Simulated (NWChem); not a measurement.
Everything below was run with NWChem. System: CH3O, charge -1, spin multiplicity 1, at the geometry of a parent with another charge or spin, in a state set for the comparison that need not be this species' ground state. Level: MP2/def2-TZVPD, 2 core orbitals frozen.

Input file:

```
start mol
memory heap 200 mb stack 900 mb global 1100 mb
charge -1
geometry units angstroms nocenter noautoz noautosym
  C      0.073339     0.559350     0.045927
  O     -0.115110    -0.775309    -0.089457
  H      0.637268     0.689111     1.003776
  H      0.709611     1.017369    -0.742599
  H     -0.866032     1.139896     0.178920
end
basis spherical
  * library def2-tzvpd
end
scf
  rhf
  nopen 0
  maxiter 100
  thresh 1e-7
  semidirect memsize 60000000 filesize 0
end
mp2
  freeze core 2
end
task mp2 energy
```

NWChem printed:

```
             Northwest Computational Chemistry Package (NWChem) 7.3.0
             --------------------------------------------------------

                                NWChem Input Module
                                -------------------

 Scaling coordinates for geometry "geometry" by  1.889725989
 (inverse scale =  0.529177249)

                             Geometry "geometry" -> ""
                             -------------------------

 Output coordinates in angstroms (scale by  1.889725989 to convert to a.u.)

  No.       Tag          Charge          X              Y              Z
 ---- ---------------- ---------- -------------- -------------- --------------
    1 C                    6.0000     0.07333900     0.55935000     0.04592700
    2 O                    8.0000    -0.11511000    -0.77530900    -0.08945700
    3 H                    1.0000     0.63726800     0.68911100     1.00377600
    4 H                    1.0000     0.70961100     1.01736900    -0.74259900
    5 H                    1.0000    -0.86603200     1.13989600     0.17892000

 Effective nuclear repulsion energy (a.u.)      34.4021201726

            Nuclear Dipole moment (a.u.)
            ----------------------------
        X                 Y               Z
 ---------------- ---------------- ----------------
     0.0000018897     0.0000075589     0.0000056692


 Summary of "ao basis" -> "" (spherical)
 ------------------------------------------------------------------------------
       Tag                 Description            Shells   Functions and Types
 ---------------- ------------------------------  ------  ---------------------
 *                         def2-tzvpd                 on all atoms

 Summary of "ao basis" -> "ao basis" (spherical)
 ------------------------------------------------------------------------------
       Tag                 Description            Shells   Functions and Types
 ---------------- ------------------------------  ------  ---------------------
 C                         def2-tzvpd               13       37   6s3p3d1f
 O                         def2-tzvpd               14       40   6s4p3d1f
[...]
     1   1 0 0      0.158496      0.000000      0.000002
     1   0 1 0      1.109394      0.000000      0.000008
     1   0 0 1      0.115761      0.000000      0.000006

     2   2 0 0    -12.502824      0.000000      6.420573
     2   1 1 0     -0.605776      0.000000      4.049579
     2   1 0 1     -0.177825      0.000000      0.215535
     2   0 2 0    -16.007966      0.000000     33.908482
     2   0 1 1     -0.545726      0.000000      3.032391
     2   0 0 2    -12.566692      0.000000      5.955493

                   NWChem MP2 Semi-direct Energy/Gradient Module
                   ---------------------------------------------

  Basis functions       =    104
  Molecular orbitals    =    104
  Frozen core           =      2
  Frozen virtuals       =      0
  Active alpha occupied =      7
  Active beta occupied  =      7
  Active alpha virtual  =     95
  Active beta virtual   =     95
  Use MO symmetry       = F
  Use skeleton AO sym   = F

  AO/Fock/Back tols     =   1.0D-09  1.0D-09  1.0D-09

 GA uses MA = F    GA memory limited = T

 Available:
  local mem=  1.26D+08
 global mem=  1.44D+08
 local disk=  0.00D+00
  mp2_memr nvloc                    95
  nvloc new                    95
   1 passes of   7:        5242880                      55301                  12359109.
   1 passes of   7: M    126152414           G      144157568           F     120909534.

 Semi-direct pass number   1 of   1  for RHF alpha+beta  at        2.7s
  vrange nnbf                  5458
  mp2_eaftype                    47  avail_ma_in_mb                  1099
 EAF : mp2_eaftype filesize          47    6179554.
  mp2_eaf for mointskh                     47
Node 0 wrote     29.0 Mb in      0.0 s     Agg I/O rate:  2127.9 Mb/s
 Done moints_semi at        4.2s
  mp2_eaftype                    47  avail_ma_in_mb                  1052
 EAF : mp2_eaftype filesize          47    6179554.
  mp2_eaf for kh                    47
 Done maket at        4.2s
 Done multipass loop at        4.2s

          -------------------------------------------
          SCF energy                -114.453699105310
          Correlation energy          -0.438038159644
          Singlet pairs               -0.277961538036
          Triplet pairs               -0.160076621608
          Total MP2 energy          -114.891737264955
          -------------------------------------------

          ---------------------------------------------------
                    Spin Component Scaled (SCS) MP2
          Same spin pairs                     -0.106717747739
          Same spin scaling factor             0.333333333333
          Opposite spin pairs                 -0.331320411906
          Opposite spin scaling fact.          1.200000000000
          SCS-MP2 correlation energy          -0.433157076866
          Total SCS-MP2 energy              -114.886856182177
          ---------------------------------------------------

 -----------------------
 Performance information
 -----------------------

 Timer overhead =  9.62D-08 seconds/call

               Nr. of calls         CPU time (s)                 Wall time (s)                GFlops
             ---------------    -------------------     ------------------------------   -------------------
Name         Min   Avg   Max    Min     Avg     Max     Min     Avg     Max   Mx/calls   Min     Max     Sum
mp2: moin     1     1     1    1.4     1.4     1.4      1.4     1.4     1.4     1.4      0.0     0.0     0.0
mp2: make     1     1     1   8.72E-2 8.72E-2 8.72E-2  8.72E-2 8.72E-2 8.72E-2 8.72E-2   0.0     0.0     0.0
mp2: tota     1     1     1    1.6     1.6     1.6      1.6     1.6     1.6     1.6      0.0     0.0     0.0

 The average no. of pstat calls per process was 3.00D+00
 with a timing overhead of 2.89D-07s

 Task  times  cpu:        4.2s     wall:        4.2s

 Total times  cpu:        4.3s     wall:        4.3s
```
